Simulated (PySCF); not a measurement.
Bonds (- single, = double, # triple, : aromatic): S1=C2 1.624 Å, C2-S3 1.752 Å, S3-C4 1.829 Å, C4-C5 1.510 Å, C5-S6 1.829 Å, S6-C2 1.752 Å. C4 carries H7, H8; C5 carries H9, H10.

Geometry: GFN2-xTB; GIAO shifts from PySCF, gas phase, non-relativistic, averaged over equivalent atoms.

At PW91/6-31++G** (144 basis functions, 21 s wall time on 1 thread of an Intel Xeon Platinum 8488C, shared host):
| atoms | δ (ppm) |
| --- | --- |
| C2 | 210.8 |
| C4/C5 | 49.6 |
| H7/H8/H9/H10 | 4.03 |

References, each an isolated molecule treated in the same way: TMS for 13C (194.22 ppm) and 1H (31.79 ppm).

**Question.** Predict the values at PBE0/def2-SVPD on the same geometry.

**Answer.** 
```csv
atoms,δ at PBE0/def2-SVPD,change
C2,231.2,+20.4
C4/C5,45.5,-4.1
H7/H8/H9/H10,3.88,-0.15
```

Scale: TMS for 13C (σ = 194.14 ppm) and 1H (σ = 31.88 ppm) (reference shieldings calculated alike).

The largest change is at C2 (thiocarbonyl carbon). Cost: 173 basis functions, 15 s wall time on 1 thread of an Intel Xeon Platinum 8488C, shared host.
